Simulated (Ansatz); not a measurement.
# FH2NaSi: functionals against CCSD(T) at one geometry

A test off equilibrium: a structure displaced at random from a GFN2-xTB minimum is computed at several levels, and each is set against CCSD(T).

Computed with Ansatz 0.2.0, Gaussian basis. Level: single points in def2-TZVPP.

Cores are frozen in the correlated methods. The outer core shell of Li, Na, Mg and K is correlated. B3LYP uses VWN-RPA correlation.

## 1. Starting geometry

SMILES `F[SiH2][Na]`, 5 atoms, charge 0, spin multiplicity 1.

Atoms are counted from 1 here; the program's logs count them from 0.

Bond lengths: F1–Si2 1.675 Å, Si2–Na3 2.794 Å, Si2–H4 1.449 Å, Si2–H5 1.542 Å. Angles: F1–Si2–Na3 93.0°, F1–Si2–H4 100.7°, F1–Si2–H5 96.1°, Na3–Si2–H4 128.2°, Na3–Si2–H5 123.5°, H4–Si2–H5 104.6°.

Geometry (Å):

```mol
FH2NaSi
  3D, bonds by distance, orders not assigned

  5  4  0  0  0  0  0  0  0  0999 V2000
   -0.9460    0.0316    1.1450 F   0  0
   -0.0408    0.1395   -0.2606 Si  0  0
    1.8986   -1.6391    0.6786 Na  0  0
   -1.0634   -0.0962   -1.2592 H   0  0
    0.1251    1.6724   -0.2299 H   0  0
  1  2  8  0
  2  3  8  0
  2  4  8  0
  2  5  8  0
M  END
```

## 2. CCSD(T)/def2-TZVPP

run/in.yaml reads:

```yaml
crystal:
  periodic: [false, false, false]
  atoms:
    - {symbol: F, position_ang: [-0.946000, 0.031600, 1.145000]}
    - {symbol: Si, position_ang: [-0.040800, 0.139500, -0.260600]}
    - {symbol: Na, position_ang: [1.898600, -1.639100, 0.678600]}
    - {symbol: H, position_ang: [-1.063400, -0.096200, -1.259200]}
    - {symbol: H, position_ang: [0.125100, 1.672400, -0.229900]}
basis:
  gaussian: {orbitals: def2-TZVPP}
correlation: {method: ccsd_t}
output: {forces: true}
```

No record of the launch command was kept for these runs.

## 3. PBE0-D4/def2-TZVPP

run/in.yaml: that of step 2 with these lines changed.

```diff
@@ -10,3 +10,3 @@
   gaussian: {orbitals: def2-TZVPP}
-correlation: {method: ccsd_t}
-output: {forces: true}
+hamiltonian: {xc: pbe0, dispersion: d4}
+output: {forces: true, orbitals: {seedname: orbitals}}
```

## 4. wB97M-V/def2-TZVPP

run/in.yaml: that of step 3 with these lines changed.

```diff
@@ -10,3 +10,3 @@
   gaussian: {orbitals: def2-TZVPP}
-hamiltonian: {xc: pbe0, dispersion: d4}
-output: {forces: true, orbitals: {seedname: orbitals}}
+hamiltonian: {xc: {name: wB97M-V}}
+output: {forces: true}
```

## 5. r2SCAN-D4/def2-TZVPP

run/in.yaml: that of step 4 with these lines changed.

```diff
@@ -10,3 +10,3 @@
   gaussian: {orbitals: def2-TZVPP}
-hamiltonian: {xc: {name: wB97M-V}}
+hamiltonian: {xc: r2scan, dispersion: d4}
 output: {forces: true}
```

## 6. PBE-D4/def2-TZVPP

run/in.yaml: that of step 5 with these lines changed.

```diff
@@ -10,3 +10,3 @@
   gaussian: {orbitals: def2-TZVPP}
-hamiltonian: {xc: r2scan, dispersion: d4}
+hamiltonian: {xc: pbe, dispersion: d4}
 output: {forces: true}
```

## 7. B3LYP-D4/def2-TZVPP

run/in.yaml: that of step 6 with these lines changed.

```diff
@@ -10,3 +10,3 @@
   gaussian: {orbitals: def2-TZVPP}
-hamiltonian: {xc: pbe, dispersion: d4}
+hamiltonian: {xc: {name: B3LYP}, dispersion: d4}
 output: {forces: true}
```

## 8. r2SCAN0-D4/def2-TZVPP

run/in.yaml: that of step 7 with these lines changed.

```diff
@@ -10,3 +10,3 @@
   gaussian: {orbitals: def2-TZVPP}
-hamiltonian: {xc: {name: B3LYP}, dispersion: d4}
+hamiltonian: {xc: {name: r2SCAN0}, dispersion: d4}
 output: {forces: true}
```

(Steps that only read results are left out.)

**Question.** What will these runs give? Wanted: energy less free atoms, CCSD(T)/def2-TZVPP; RMS force component; RMS force error; HOMO and LUMO, PBE0-D4; T1 diagnostic.

As calculated:

```
                                  quantity                                                                                               value
energy less free atoms, CCSD(T)/def2-TZVPP                                                                                      -1301.1 kJ/mol
                       RMS force component                                                                0.540 to 0.602 eV/Å over the methods
                           RMS force error  PBE0-D4 0.044, wB97M-V 0.045, r2SCAN-D4 0.036, PBE-D4 0.162, B3LYP-D4 0.040, r2SCAN0-D4 0.102 eV/Å
                    HOMO and LUMO, PBE0-D4                                                                                  -5.17 and -1.70 eV
                             T1 diagnostic                                                                                               0.011
```

What this shows: Against CCSD(T) the functionals' energies less atoms differ by -43.8 to -5.2 kJ/mol, PBE-D4 by -33.3 kJ/mol. CCSD(T) in triple zeta still lacks some correlation energy of the bonds, so part of these gaps is its own basis error and they don't rank the functionals. For forces r2SCAN-D4 does best and PBE-D4 worst. Frozen-core CCSD(T) forces in triple zeta carry basis errors of their own, and this is one geometry, so small gaps rank nothing.
